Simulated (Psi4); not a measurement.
# C2H4F− (SMILES C[CH-]F), run twice

Aim: the excited states of C2H4F− at EOM-CC2/6-311G (sfX2C).

The results are computed with Psi4 1.11.

2 further runs of the same task are left out: 2 set aside as unsound or not needed.

## 1. The structure to begin with

The species is C2H4F− (7 atoms), meant as a singlet with charge -1. As SMILES, `C[CH-]F`. The coordinates come from a GFN2-xTB relaxation.

Bond lengths: C1–C2 1.534 Å, C2–F3 1.512 Å, C1–H4 1.112 Å, C1–H5 1.097 Å, C1–H6 1.097 Å, C2–H7 1.137 Å. Angles: C1–C2–F3 104.2°, C1–C2–H7 105.5°, F3–C2–H7 100.0°, C2–C1–H4 116.8°, C2–C1–H5 108.1°, C2–C1–H6 110.3°, H4–C1–H5 107.2°, H4–C1–H6 106.6°, H5–C1–H6 107.5°.

## 2. Try one

Input file calc.py:

```python
import psi4

psi4.set_memory('1600 MB')
psi4.set_num_threads(1)
psi4.core.set_output_file('c2h4f.out', False)

m = psi4.geometry("""
-1 1
C
C 1 1.533751
F 2 1.512148 1 104.17056
H 1 1.112274 2 116.75608 3 -53.43042
H 1 1.097387 4 107.17053 2 121.35188
H 1 1.097348 5 107.54643 4 -114.31281
H 2 1.136771 3 99.9523 1 -108.87103
symmetry td
""")

psi4.set_options(dict(basis='6-311G', scf_type='pk', roots_per_irrep=[1], relativistic='x2c'))

e_tot, wfn = psi4.energy("eom-cc2", return_wfn=True)
print('E =', round(e_tot, 9))
for k, v in sorted(psi4.core.scalar_variables().items()):
    print(f'{k:45s} {v:18.10f}')
```

On the command line:

```sh
$ python calc.py
```

stdout:

```text
RuntimeError:
Fatal Error: PointGroup: Unknown point group name provided.
```

Run time: 0.91 s. Hardware: 1 thread of Intel Xeon 6975P-C (Granite Rapids), shared host; peak memory 0.13 GiB.

## 3. What went wrong

The program stopped with an error.

The telling line is `Fatal Error: PointGroup: Unknown point group name provided.`. What is wrong: the input holds a word that the program doesn't know. To mend it: symmetry c1 in place of td.

## 4. The mended input

Input file run.py:

```python
import psi4

psi4.set_memory('1600 MB')
psi4.set_num_threads(1)
psi4.core.set_output_file('c2h4f.out', False)

m = psi4.geometry("""
-1 1
C
C 1 1.533751
F 2 1.512148 1 104.17056
H 1 1.112274 2 116.75608 3 -53.43042
H 1 1.097387 4 107.17053 2 121.35188
H 1 1.097348 5 107.54643 4 -114.31281
H 2 1.136771 3 99.9523 1 -108.87103
units angstrom
symmetry c1
""")

psi4.set_options({
    'basis': '6-311G',
    'scf_type': 'pk',
    'roots_per_irrep': [1],
    'relativistic': 'x2c',
})

e, wfn = psi4.energy('eom-cc2', molecule=m, return_wfn=True)
print(f'eom-cc2 energy: {e:.10f} Eh')
```

On the command line:

```sh
$ python run.py
```

c2h4f.out:

```text
[...]
  Running in c1 symmetry.
[...]
  Nuclear repulsion =   69.247309477526542
[...]
  Multiplicity = 1
[...]
  Nalpha       = 13
  Nbeta        = 13
[...]
    Number of basis functions: 51
[...]
    WARNING: The X2C and Dirac Hamiltonians have substatially different eigenvalues!
             This is probably caused by the recontraction of the basis set.
[...]
   @RHF iter   1:  -177.38243009365758   -8.20508e-01   8.73861e-03 ADIIS/DIIS
[...]
   @RHF iter  12:  -177.49608757164091   -1.10845e-12   2.00049e-09 DIIS
[...]
    Orbital Energies [Eh]
    ---------------------
    Doubly Occupied:
       1A    -25.985881     2A    -11.019625     3A    -10.996396
       4A     -1.264185     5A     -0.775681     6A     -0.561129
       7A     -0.393562     8A     -0.371738     9A     -0.353066
      10A     -0.330248    11A     -0.296853    12A     -0.226164
      13A     -0.044046
[...]
  @RHF Final Energy:  -177.49608757164091
   => Energetics <=
    Nuclear Repulsion Energy =             69.2473094775265423
    One-Electron Energy =                -388.2496457097709595
    Two-Electron Energy =                 141.5062486606035179
    Total Energy =                       -177.4960875716409134
[...]
 Multipole Moments:
 ------------------------------------------------------------------------------------
     Multipole            Electronic (a.u.)      Nuclear  (a.u.)        Total (a.u.)
 ------------------------------------------------------------------------------------
 L = 1.  Multiply by 2.5417464519 to convert [e a0] to [Debye]
 Dipole X            :         -0.4853312            0.8806508            0.3953196
 Dipole Y            :         -3.5560988            3.3491214           -0.2069774
 Dipole Z            :          3.6057900           -4.5134873           -0.9076973
 Magnitude           :                                                    1.0114502
[...]
      * MP2 total energy                      = -177.879367893451274
[...]
                     Excitation Energy              Total Energy
[...]
```

On the terminal:

```text
eom-cc2 energy: -177.7514778057 Eh
```

Wall time 7.8 s (1 thread of Intel Xeon 6975P-C (Granite Rapids), shared host); peak memory 0.27 GiB.

## 5. Outcome

At EOM-CC2/6-311G (sfX2C):

| quantity | value |
| --- | --- |
| ground-state or mean-field energy | -177.88648 Eh |
| HOMO energy (Hartree–Fock orbitals) | -1.20 eV |
| LUMO energy (Hartree–Fock orbitals) | 9.28 eV |
| HOMO–LUMO gap (to an unbound level, set by the basis) | 10.48 eV |
| T1 diagnostic | 0.013 |
| lowest excitation energy | 3.67 eV |

**Reading.** For an anion, states without diffuse functions may be basis-held continuum.
